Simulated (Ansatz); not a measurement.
A calculation with Ansatz (development build ahead of 0.2.0).

```yaml
crystal:
  periodic: [false, false, false]
  atoms:
    - { symbol: F, position_ang: [0.0, 0.0, 0.0] }
    - { symbol: H, position_ang: [1.42615, 0.0, 1.19668] }
    - { symbol: H, position_ang: [-0.71412, 0.0, 0.59922] }
basis:
  gaussian: { orbitals: "6-31G" }
total_charge: 1
magnetization:
  initial_magnetization: 2
hamiltonian:
  xc: hf
correlation:
  method: fci
  frozen_orbitals: { F: 1, H: 0 }
```

The input is written out in the form of the current development build from the run's settings.

Results

```yaml
Converged: yes
Total_energy: -100.03550 hartree
State: lowest triplet root, of any spatial symmetry
```
